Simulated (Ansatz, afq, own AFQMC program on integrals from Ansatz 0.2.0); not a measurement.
## CO⁺, doublet in 6-31G, levels against full CI

```xyz
2

O     0.0000    0.0000    0.0000
C     0.0000    0.0000    1.1955
```

Basis 6-31G. Only valence electrons are correlated. AFQMC by an in-house program on the Cholesky factors that Ansatz 0.2.0 writes for its CCSD(T) run. The CISD trial takes its coefficients from CCSD amplitudes. Released means that phaseless walkers are propagated on without the constraint, phases kept. Error bars are statistical, one sigma.

Determinant: ROHF, the one that the program's search chose, which needn't be the lowest solution. The geometry is a PBE0/def2-TZVP stationary point of this or a neighbouring charge and spin state.

Full CI on the same integrals is exact in this basis and with this determinant's frozen core.

Cautions: a spin-contaminated unrestricted determinant lies lower (UHF 790 meV lower, ⟨S²⟩ 1.37); raised T1 diagnostic (T1 0.045, weight of the determinant 0.86, largest double 0.12); the released energies are still falling, so no released level is given (meV from the phaseless value at times in 1/Eh: -18 ± 4 at 0.24, -28 ± 5 at 0.51, -43 ± 4 at 0.99, -247 ± 198 at 1.62, 16 ± 72 at 2.40).

```
T1 diagnostic                               : 0.0451
weight of the determinant in the CISD state : 0.862
size of the correlated space                : 9 electrons in 16 orbitals
```

| level | correlation energy (eV) |
| --- | --- |
| MP2 | -6.6612 |
| CCSD | -6.3918 |
| CCSD(T) | -6.7170 |

**Question.** Estimate where phaseless AFQMC with the Hartree–Fock trial lies against CCSD(T) on the same integrals.

**Answer.** 155.6 ± 28.8 meV above CCSD(T).

Reference: full CI, correlation energy -6.782 eV.

```csv
level,E − E(reference) (meV),share of correlation (%)
CCSD(T),64.8,99.05
CCSDT,33.9,99.50
CCSDT(Q),10.4,99.85
CCSDTQ,5.4,99.92
ph-AFQMC/HF,220.3 ± 28.8,96.75
ph-AFQMC/CISD,58.2 ± 4.3,99.14
```

CCSDT and higher add their correlation energy to the determinant of the CCSD(T) run, since their own runs factorise the integrals more tightly (a shift of under 2 meV). A walk keeps the symmetry of its determinant, which the program's search chose and which needn't be the lowest solution, so a lower state of the same spin and another symmetry isn't excluded.
